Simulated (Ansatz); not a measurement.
# [CH3···H···H], doublet: reading a ladder of total energies

Geometry: a point of a hydrogen-transfer path between rigid fragments, not a stationary point.

```xyz
6

C    -0.1331    0.0000    0.0000
H    -0.4964    1.0273    0.0000
H    -0.4964   -0.5137    0.8897
H    -0.4964   -0.5137   -0.8897
H     0.8799    0.0000    0.0000
H     2.1959    0.0000    0.0000
```

Basis 6-31G; Ansatz 0.2.0. Only valence electrons are correlated (noble-gas cores frozen), which leaves 9 electrons in 18 orbitals. R marks a restricted (for open shells ROHF) determinant, U an unrestricted one.

Full CI is exact within this basis and frozen core; it isn't the basis-set limit. The frozen core follows each run's orbitals, which can shift R against U totals by a few meV.

Runs differ by some tens of microhartree through their thresholds and, for an open shell, their frozen cores, so steps under 0.1 kcal/mol mean nothing.

| level | total energy (hartree) |
| --- | --- |
| UHF | -40.655210 |
| UMP2 | -40.753993 |
| UCCSD | -40.773208 |
| UCCSD(T) | -40.774831 |
| UCCSDT | -40.775056 |
| UCCSDT(Q) | -40.775145 |
| full CI | -40.775148 |

What is the correlation energy at full CI, and what share of it do UMP2 and UCCSDT recover?

E(corr) = -40.775148 − (-40.655210) = -0.119938 hartree = -3.264 eV. UMP2: -0.098783 / -0.119938 = 82.36 %. UCCSDT: -0.119846 / -0.119938 = 99.92 %.

By how many kcal/mol does UCCSD(T) miss full CI (1 hartree = 627.509 kcal/mol), and which steps make up the rest?

-40.774831 − (-40.775148) = 0.000317 hartree = 0.20 kcal/mol. Steps: UCCSDT − UCCSD(T) = -0.14, UCCSDT(Q) − UCCSDT = -0.06, full CI − UCCSDT(Q) = 0.00 kcal/mol. That is within 1 kcal/mol of the reference in this basis, which itself misses far more of the correlation at the basis-set limit.
